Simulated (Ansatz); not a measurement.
C4H10O (`CCCOC`). Charge 0, multiplicity 1.

```xyz
15

C     1.371   -1.451   -0.387
C    -0.135   -1.370   -0.208
C    -0.589   -0.068    0.409
O    -0.257    0.994   -0.449
C    -0.620    2.239    0.074
H     1.885   -1.364    0.575
H     1.666   -2.401   -0.837
H     1.728   -0.645   -1.029
H    -0.486   -2.186    0.431
H    -0.637   -1.489   -1.174
H    -1.677   -0.083    0.583
H    -0.105    0.078    1.389
H    -0.328    3.001   -0.648
H    -1.704    2.306    0.243
H    -0.111    2.440    1.028
```

Problem. Give the diagnostics of a CCSD(T)/def2-TZVPP run (frozen core, Ansatz). (An estimate is asked.)

Solution. Computed: T1 = 0.0095, largest single amplitude 0.009, largest double 0.009, (T) share of the correlation energy 3.6 %, 8 CCSD cycles. The RHF solution is stable towards an unrestricted one. T1 lies under the customary mark of 0.02 for closed shells.
